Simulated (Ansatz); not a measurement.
A made-up structure of BH3SO, singlet:

```csv
atom,x (Å),y (Å),z (Å)
O1,-1.1044,-0.0904,-1.0018
B2,0.3369,-0.3925,1.3421
S3,0.0546,0.1697,-0.3581
H4,-1.7531,-0.5871,-0.4954
H5,1.0120,0.8697,-1.0237
H6,1.3963,0.0443,1.4390
```

It is relaxed with PBE-D4/def2-SVP and then PBE0-D4/def2-TZVP (Ansatz 0.2.0). Atoms count as bonded within 1.22 times the sum of their covalent radii (H–H: 0.88 Å). The end point is not checked to be a true minimum.

Question: Does its bonding change? (Judge from chemistry; the calculation decides.)

Answer: The calculation gives: No: no bond forms or breaks.

Where it ends: The first stage lowers the energy by 4.06 eV in 30 steps. It ends as BH₃SO ([BH][SH][OH]):
| atom | x (Å) | y (Å) | z (Å) |
| --- | --- | --- | --- |
| O1 | -1.3518 | 0.0287 | -1.0914 |
| B2 | 1.1863 | 0.0508 | 1.0405 |
| S3 | 0.2767 | -0.0737 | -0.3676 |
| H4 | -1.9011 | -0.6378 | -0.6604 |
| H5 | 0.6487 | 0.9002 | -1.1992 |
| H6 | 1.0835 | -0.2545 | 2.1803 |

Labels in which every atom is bracketed show which atoms are joined, not bond orders.

For scale, one of the runs: PBE0-D4/def2-TZVP relaxation, 117 basis functions, launched by `ansatz run in.yaml --threads 2 --pin off --events-out ev --progress --plain --max-ram 4352MiB`. Hardware: 2 CPU threads of an Arm Neoverse V1, shared host. Wall time about 26 s.
